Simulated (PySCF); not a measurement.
**ClF₂⁻: relaxation and vibrations of the singlet**

Aim: relax ClF₂⁻ as a singlet from a hand-made linear geometry, check by its vibrations whether the end is a minimum, and collect its spectrum and constants.

The runs use PySCF 2.14.0; PBE0, basis Cl def2-TZVPD, F def2-TZVPD, no relativity, density fitting.

## Step 1: The starting structure

3 atoms, charge -1, spin multiplicity 1.

Bond lengths: Cl1–F2 1.630 Å, Cl1–F3 1.630 Å. Angles: F2–Cl1–F3 180.0°.

```xyz
3
charge -1 multiplicity 1
Cl    0.0000    0.0000    0.0000
F     0.0000    0.0000    1.6300
F     0.0000    0.0000   -1.6300
```

## Step 2: Relaxation: linear start, singlet

The steps below are one call of a driver around PySCF. For each, scf.py gives the equivalent set-up of the SCF; relaxations use the driver's own optimiser. Before each start the driver seeks the lowest SCF state from one or more starting densities and follows internal instabilities, so scf.py alone need not reach the same state.

The program finds D∞h symmetry in the start, which this walk keeps.

Contents of scf.py:

```python
from pyscf import gto, scf, dft
mol = gto.M(atom='''
Cl     0.000000     0.000000     0.000000
F      0.000000     0.000000     1.630000
F      0.000000     0.000000    -1.630000''',
    basis={'Cl': 'def2-TZVPD', 'F': 'def2-TZVPD'},
    charge=-1, spin=0)
mf = dft.RKS(mol, xc='PBE0')
mf.grids.atom_grid = (50, 194)
aux = {'Cl': 'def2-universal-JKFIT', 'F': 'def2-universal-JKFIT'}
mf = mf.density_fit(auxbasis=aux)
mf.kernel()
```

Further steps of the session: Hessian and properties.

Q: Predict the outcome of this session. Wanted: minimum; geometry; wavenumbers; dipole moment; highest occupied, lowest empty level; polar-tensor charge of Cl1; zero-point energy.

The runs gave:

| quantity | value |
| --- | --- |
| minimum | singlet, D∞h |
| geometry | Cl–F 1.854 Å (×2); F–Cl–F 180.0° |
| wavenumbers (cm⁻¹) | 292 (πu), 456 (σg+), 472 (σu+) |
| dipole moment (centre of mass) | 0.00 D |
| highest occupied, lowest empty level | -2.43, 4.15 eV |
| polar-tensor charge of Cl1 | +0.82 e |
| zero-point energy | 9.0 kJ/mol |
| entropy at 298.15 K | 244.8 J/(mol K) |

**Reading.** The molecule stays D∞h, as typed, and the end point is a minimum. In the infrared the band at 472 cm⁻¹ (σu+, stretch) leads. Only this shape and spin were tried, so other structures or states may lie lower.
